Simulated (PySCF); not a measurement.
Cartesian coordinates in Å; atom numbers follow the order of the lines, from 1:
```xyz
18

C    -2.9455   -0.4467   -0.4294
C    -1.7332    0.3554    0.0114
C    -0.4292   -0.3824   -0.2013
O     0.6299    0.4196    0.2277
C     1.8862   -0.1738    0.0811
C     2.9430    0.7768    0.5897
H    -2.8936   -0.7017   -1.5003
H    -3.8772    0.1156   -0.2699
H    -3.0307   -1.3922    0.1306
H    -1.8090    0.6185    1.0795
H    -1.6805    1.3111   -0.5360
H    -0.3102   -0.6450   -1.2754
H    -0.4399   -1.3457    0.3540
H     1.9283   -1.1339    0.6386
H     2.0732   -0.4259   -0.9849
H     2.9173    1.7194    0.0232
H     3.9456    0.3356    0.4891
H     2.7692    1.0124    1.6501
```

Geometry: PBE0-D3(BJ)/def2-SVP; GIAO absolute shieldings from PySCF, gas phase, non-relativistic, averaged over equivalent atoms.

At wB97X-D/pcSseg-1 (162 basis functions, 16 s wall time on 1 thread of an AMD EPYC 9R45 96-Core, shared host):
| atoms | σ (ppm) |
| --- | --- |
| C3 | 109.3 |
| C5 | 116.7 |
| C2 | 158.7 |
| C6 | 166.8 |
| C1 | 173.1 |
| O4 | 284.7 |
| H14/H15 | 28.16 |
| H12/H13 | 28.31 |
| H10/H11 | 29.84 |
| H16/H17/H18 | 30.15 |
| H7/H8/H9 | 30.50 |

What do these become at BHandHLYP/pcSseg-1?

Results:


```json
{"atoms": "C3", "σ at BHandHLYP/pcSseg-1": "109.9", "change": "+0.6"}
{"atoms": "C5", "σ at BHandHLYP/pcSseg-1": "117.3", "change": "+0.6"}
{"atoms": "C2", "σ at BHandHLYP/pcSseg-1": "157.8", "change": "-0.9"}
{"atoms": "C6", "σ at BHandHLYP/pcSseg-1": "166.1", "change": "-0.7"}
{"atoms": "C1", "σ at BHandHLYP/pcSseg-1": "172.4", "change": "-0.7"}
{"atoms": "O4", "σ at BHandHLYP/pcSseg-1": "286.8", "change": "+2.1"}
{"atoms": "H14/H15", "σ at BHandHLYP/pcSseg-1": "28.31", "change": "+0.15"}
{"atoms": "H12/H13", "σ at BHandHLYP/pcSseg-1": "28.47", "change": "+0.16"}
{"atoms": "H10/H11", "σ at BHandHLYP/pcSseg-1": "29.90", "change": "+0.06"}
{"atoms": "H16/H17/H18", "σ at BHandHLYP/pcSseg-1": "30.19", "change": "+0.04"}
{"atoms": "H7/H8/H9", "σ at BHandHLYP/pcSseg-1": "30.54", "change": "+0.04"}
```

The largest change is at O4 (ether oxygen). Cost: 162 basis functions, 12 s wall time on 1 thread of an AMD EPYC 9R45 96-Core, shared host. The order of the carbon signals is the same at both levels.
